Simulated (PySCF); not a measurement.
## A small calculation by hand: chemical shift, span and skew from a shielding tensor

silicon monoxide (OSi), SMILES O=[Si] (connectivity only; charge and spin as stated), neutral, multiplicity 1. Atoms are numbered in the order given.

```xyz
2

Si     0.0000     0.0000    -0.5503
O      0.0000     0.0000     0.9630
```
Charge 0, spin multiplicity 1.

Coordinates come from a B3LYP-D3(BJ)/def2-TZVPD optimisation.

GIAO shieldings from B3LYP/pcSseg-2 (PySCF), non-relativistic, no solvent. The symmetric part of the tensor of Si1 has the principal values -106.9, -106.9, 877.8 ppm. The same nucleus in TMS has σ = 325.2 ppm at this level (PySCF, at its B3LYP-D3(BJ)/def2-TZVP geometry).

### Question
Work out the isotropic shielding, the ²⁹Si shift against TMS, the span and the skew.

### Answer

σ(iso) = (σ11 + σ22 + σ33)/3 = 221.3 ppm. δ = σ(ref) − σ(iso) = 325.2 − (221.3) = 103.9 ppm.
Span Ω = σ33 − σ11 = 984.7 ppm. Skew κ = 3(σ(iso) − σ22)/Ω = 1.00, an axial tensor. Tumbling in solution averages the tensor to δ; in a static solid the shielding alone would spread this spin-1/2 line over Ω.
